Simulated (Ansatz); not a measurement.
Relaxation of BH₄ (5 atoms, charge 0, multiplicity 2), to a largest force component of 0.03 eV/Å in at most 50 steps.

Method: UKS B3LYP/def2-SVP in Ansatz 0.2.0.

```xyz
5
Properties=species:S:1:pos:R:3
B 0.000 0.000 -0.363
H 0.000 0.000 2.034
H 1.083 0.000 -0.888
H -1.083 0.000 -0.888
H 0.000 0.000 2.756
```

Problem. Where does it end, and by what steps?

Solution. The forces met the threshold. The force dipped under the threshold on the way, but the program's further checks kept it going. After 5 steps the energy has fallen by 0.094 eV; H5 moved furthest, 0.58 Å.

```csv
step,energy less start (eV),largest force component (eV/Å),accepted
0,0.0000,1.874,yes
1,-0.0749,0.053,yes
2,-0.0889,0.106,yes
3,-0.0923,0.029,yes
4,-0.0933,0.007,yes
5,-0.0935,0.006,yes
```

```xyz
5
Properties=species:S:1:pos:R:3
B 0.000 0.000 -0.741
H 0.000 0.000 2.570
H 1.087 0.000 -1.255
H -1.087 0.000 -1.255
H 0.000 0.000 3.332
```

Whether the end is a true minimum wasn't checked by a vibrational analysis.

The run took 4.4 s on 1 thread of Arm Neoverse V1, with other jobs on the host, peak memory 0.091 GiB.
